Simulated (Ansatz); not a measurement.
Compare A (`CCC(F)(F)F`) with its isomer B (`CC(F)(F)CF`).

Isolated molecules relaxed with PBE0-D4/def2-TZVP in Ansatz; ΔE leaves out vibrations. CBS: MP2 limit from def2 TZ/QZ plus the TZ coupled-cluster correction, frozen cores. DFT in def2-TZVPP. B3LYP here is the variant with VWN-RPA as its local correlation; programs differ in this. Each species was taken in one conformer, which may not be the lowest.

A:

Z-matrix (Å, degrees):
```
C
C 1 1.518
H 1 1.091 2 110.1
H 1 1.091 2 111.2 3 -119.7
H 1 1.091 2 111.2 3 119.7
C 2 1.504 1 113.0 3 179.9
H 2 1.093 1 111.3 3 59.9
H 2 1.092 1 111.4 3 -60.0
F 6 1.341 2 111.4 1 179.9
F 6 1.342 2 112.1 1 -60.3
F 6 1.342 2 112.1 1 60.0
```

B:

Z-matrix (Å, degrees):
```
C
C 1 1.500
H 1 1.090 2 110.1
H 1 1.089 2 109.7 3 -120.2
H 1 1.090 2 109.0 3 119.9
F 2 1.362 1 109.4 3 -176.2
F 2 1.367 1 110.2 3 -59.5
C 2 1.516 1 115.7 3 60.6
F 8 1.373 2 110.1 1 54.7
H 8 1.093 2 109.0 1 174.3
H 8 1.093 2 109.5 1 -65.2
```

(1) Which isomer does CCSD(T)/CBS put lower? Give the gap. (Estimate.)

(2) Give E(B) − E(A) in kcal/mol with CCSD/def2-TZVPP, LDA (SPW92), B3LYP, CCSD(T)/def2-SVP, CCSD(T)/def2-TZVPP, MP2/def2-TZVPP, PBE0-D4. (Estimate.)

(3) Does the order hold for the free energy at 298.15 K (harmonic terms from PBE0-D4)? (Best estimate.)

Largest T1 diagnostic: 0.011.

Answers

(1) Ansatz gave: A, by 11.9 kcal/mol.

(2) Ansatz gave: CCSD/def2-TZVPP 12.5, LDA (SPW92) 13.7, B3LYP 11.2, CCSD(T)/def2-SVP 15.1, CCSD(T)/def2-TZVPP 12.6, MP2/def2-TZVPP 13.3, PBE0-D4 12.9. None reverses the order clearly.

(3) Ansatz gave: Yes: G(B) − G(A) = +11.7 kcal/mol, for one conformer each.

Leaving LDA and LC-ωPBE aside and taking each functional with its dispersion term where it has one, the values, not all of them listed here, spread over 3.2 kcal/mol, from BLYP-D4 to PBE-QIDH. LDA lies +1.6 kcal/mol from PBE without D4. From BLYP to BHLYP (50 % exact exchange), in def2-TZVPP and without D4, E(B) − E(A) moves by +1.5 kcal/mol.
